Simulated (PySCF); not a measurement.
# C2H8N2: the cost of one run

The runs use PySCF 2.14.0; levels as typed in each script, gas phase, geometry from GFN2-xTB.

## (1) Starting geometry

SMILES `CNNC`, 12 atoms, charge 0, spin multiplicity 1.

Bond lengths: C1–N2 1.450 Å, C1–H5 1.091 Å, C1–H6 1.097 Å, C1–H7 1.088 Å, N2–N3 1.463 Å, N2–H8 1.021 Å, N3–C4 1.450 Å, N3–H9 1.021 Å, C4–H10 1.088 Å, C4–H11 1.097 Å, C4–H12 1.091 Å. Angles: N2–C1–H5 108.5°, N2–C1–H6 113.5°, N2–C1–H7 108.1°, H5–C1–H6 108.5°, H5–C1–H7 108.7°, H6–C1–H7 109.3°, C1–N2–N3 109.6°, C1–N2–H8 108.8°, N3–N2–H8 104.8°, N2–N3–C4 109.6°, N2–N3–H9 104.8°, C4–N3–H9 108.8°, N3–C4–H10 108.1°, N3–C4–H11 113.5°, N3–C4–H12 108.5°, H10–C4–H11 109.3°, H10–C4–H12 108.7°, H11–C4–H12 108.5°.

Geometry (Å):

```
C    -1.8269    0.1056    0.0209
N    -0.5178   -0.4860   -0.1763
N     0.5178    0.4860    0.1763
C     1.8269   -0.1056   -0.0209
H    -1.9682    0.8909   -0.7234
H    -1.9646    0.5422    1.0182
H    -2.5755   -0.6674   -0.1406
H    -0.3973   -1.2485    0.4922
H     0.3973    1.2485   -0.4922
H     2.5755    0.6674    0.1406
H     1.9646   -0.5422   -1.0182
H     1.9682   -0.8909    0.7234
```

## (2) Response to an electric field (B3LYP/aug-cc-pvdz)

The input, input.py:

```python
import numpy as np
from pyscf import gto, scf, dft
from pyscf.scf import atom_ks, atom_hf
from scipy.linalg import block_diag

def solve(mol, dm0=None, hcore=None):
    mf = (dft.UKS if mol.spin else dft.RKS)(mol, xc='b3lyp')
    mf.grids.level = 3
    mf = mf.density_fit(auxbasis='def2-universal-jkfit')
    mf.conv_tol, mf.max_cycle = 1e-8, 80
    if hcore is not None:
        mf.get_hcore = lambda *args: hcore
    mf.kernel(dm0)
    if not mf.converged:
        mf = mf.newton().run(mf.mo_coeff, mf.mo_occ, max_cycle=30)
    assert mf.converged, 'SCF not converged'
    return mf

mol = gto.M(atom='''
C     -1.82694     0.10564     0.02090
N     -0.51779    -0.48602    -0.17632
N      0.51779     0.48602     0.17632
C      1.82694    -0.10564    -0.02090
H     -1.96821     0.89089    -0.72341
H     -1.96461     0.54219     1.01818
H     -2.57554    -0.66741    -0.14059
H     -0.39734    -1.24849     0.49220
H      0.39734     1.24849    -0.49220
H      2.57554     0.66741     0.14059
H      1.96461    -0.54219    -1.01818
H      1.96821    -0.89089     0.72341
''', basis='aug-cc-pvdz', charge=0, spin=0, verbose=4)
field = np.array([-0.005, -0.0, -0.0])  # atomic units
mol.set_common_orig(mol.atom_charges() @ mol.atom_coords() / mol.atom_charges().sum())
mf = solve(mol)
out = dict(dm0=mf.make_rdm1(), d0=mf.dip_moment(unit='AU'), e0=mf.e_tot)
for name, sign in (('p', 1), ('m', -1)):
    h = mf.get_hcore() + sign * np.einsum('x,xij->ij', field, mol.intor('int1e_r'))
    mi = solve(mol, mf.make_rdm1(), h)
    out.update({'dm' + name: mi.make_rdm1(), 'd' + name: mi.dip_moment(unit='AU'), 'e' + name: mi.e_tot})
# spherically averaged free atoms, for the promolecule
atm = atom_ks.get_atm_nrks(mol, xc='b3lyp')
pro = block_diag(*[(atm[a[0]][2] * atm[a[0]][3]) @ atm[a[0]][2].T for a in mol._atom])
np.savez('result.npz', pro=pro, **out)
```

Started as:

```sh
OMP_NUM_THREADS=1 python input.py
```

**Question.** How long does this run take on 1 thread of Arm Neoverse V2, shared host, and how much memory does it need?

About 45 s, with a peak of 0.71 GiB.
